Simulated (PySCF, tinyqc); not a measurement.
Worked calculation: CIS and TDHF on RHF in the sto-3g basis, frozen core, for LiH, spin multiplicity 1. The lowest restricted solution is unstable here: a spin-polarised one lies 0.0026 hartree lower (PySCF). One step of it, computed by the program tinyqc.

Problem. TDHF (RPA) singlet states. B(ia,jb) = 2 (ia|jb) - (ib|ja); the squared energies are the eigenvalues of (A - B)(A + B); 1 hartree = 27.211386 eV.

CIS matrix A, singlet (hartree), order 2>3, 2>4, 2>5, 2>6:
```
[[0.138638, 0.000000, 0.000000, -0.031282],
 [0.000000, 0.195581, 0.000000, 0.000000],
 [0.000000, 0.000000, 0.195581, 0.000000],
 [-0.031282, 0.000000, 0.000000, 0.469872]]
```

Two-electron integrals over orbitals (pq|rs), unique and non-zero (hartree); the lowest 1 orbital is frozen and left out:
```
(22|22) 0.450605    (32|22) -0.059780   (32|32) 0.021690    (33|22) 0.213043
(33|32) 0.014619    (33|33) 0.328304    (42|42) 0.021195    (43|42) 0.020344
(43|43) 0.041380    (44|22) 0.244740    (44|32) 0.013785    (44|33) 0.279559
(44|44) 0.312946    (52|52) 0.021195    (53|52) 0.020344    (53|53) 0.041380
(54|54) 0.016869    (55|22) 0.244740    (55|32) 0.013785    (55|33) 0.279559
(55|44) 0.279207    (55|55) 0.312946    (62|22) 0.107871    (62|32) -0.044698
(62|33) -0.018539   (62|44) -0.037124   (62|55) -0.037124   (62|62) 0.130722
(63|22) -0.058113   (63|32) 0.017706    (63|33) 0.036715    (63|44) 0.008155
(63|55) 0.008155    (63|62) -0.039512   (63|63) 0.031404    (64|42) -0.018412
(64|43) -0.011911   (64|64) 0.019201    (65|52) -0.018412   (65|53) -0.011911
(65|65) 0.019201    (66|22) 0.422304    (66|32) -0.049308   (66|33) 0.238703
(66|44) 0.258285    (66|55) 0.258285    (66|62) 0.097780    (66|63) -0.046585
(66|66) 0.417988
```

Give: TDHF matrix B, singlet; squared energies w^2; TDHF energies from the positive w^2.

Solution.

TDHF matrix B, singlet (hartree), order 2>3, 2>4, 2>5, 2>6:
```
[[0.0217, 0.0000, 0.0000, -0.0447],
 [0.0000, 0.0212, 0.0000, 0.0000],
 [0.0000, 0.0000, 0.0212, 0.0000],
 [-0.0447, 0.0000, 0.0000, 0.1307]]
```

squared energies w^2 (hartree^2): [0.0176, 0.0378, 0.0378, 0.2028]

TDHF energies from the positive w^2 (eV): [3.6126, 5.2907, 5.2907, 12.2535]
